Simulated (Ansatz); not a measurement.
**BaAs$_{2}$Ru$_{2}$: experiment and calculation**

**What was measured.**

“Magnetic, Thermal, and Transport Properties of Layered Arsenides BaRu2As2 and SrRu2As2”, 2009, arxiv:0901.4582 reports, for a powder of BaAs2Ru2 at 300 K: lattice constant a 4.15248 ± 0.00008 Å; lattice constant c 12.2504 ± 0.0003 Å.

How close the calculation comes is told below.

Computed with DFT r2SCAN, scalar-relativistic, plane waves, PAW (Ansatz).

Cutoff 500 eV; k points 12×12×12 on the computed 5-atom cell (Γ-centred); Gaussian smearing, width 0.10 eV; no spin polarisation.

Relaxed structure, symmetry kept:

```
CELL_PARAMETERS angstrom
-2.08106 2.08106 6.20329
2.08106 -2.08106 6.20329
2.08106 2.08106 -6.20329
ATOMIC_POSITIONS crystal
Ba 0.00000 0.00000 0.00000
As 0.65099 0.65099 0.00000
As 0.34901 0.34901 0.00000
Ru 0.75000 0.25000 0.50000
Ru 0.25000 0.75000 0.50000
```

| Quantity | Value |
| --- | --- |
| Space group | I4/mmm (No. 139) |
| Volume per atom | 21.49 Å³ |
| Formation energy from the elements' standard states (uncorrected) | -0.812 eV/atom |
| Generalised Kohn–Sham band gap | none (metal) |
| Density of states at the Fermi level | 1.64 states/eV per cell |
| Löwdin character within 0.5 eV of the Fermi level | Ru 4d 61 %, As 4p 24 %, unprojected 9 % |
| Bader charges (e) | Ba (1 in the cell) 1.34, As (2 in the cell) -0.48, Ru (2 in the cell) -0.19 |

Spin-orbit coupling is left out, which matters for the bands of heavy elements.

Against the measured lattice constant a of BaAs2Ru2, 4.15248 Å (300 K; powder; the paper above), the calculated 4.162 Å is off by +0.2 %. Against the measured lattice constant c of BaAs2Ru2, 12.2504 Å (300 K; powder; the paper above), the calculated 12.407 Å is off by +1.3 %. The calculation is for 0 K without zero-point motion.

Cost: 1 run of about 6.2 core-minutes, on Intel Xeon Platinum 8259CL (Skylake/Cascade Lake) (shared hosts).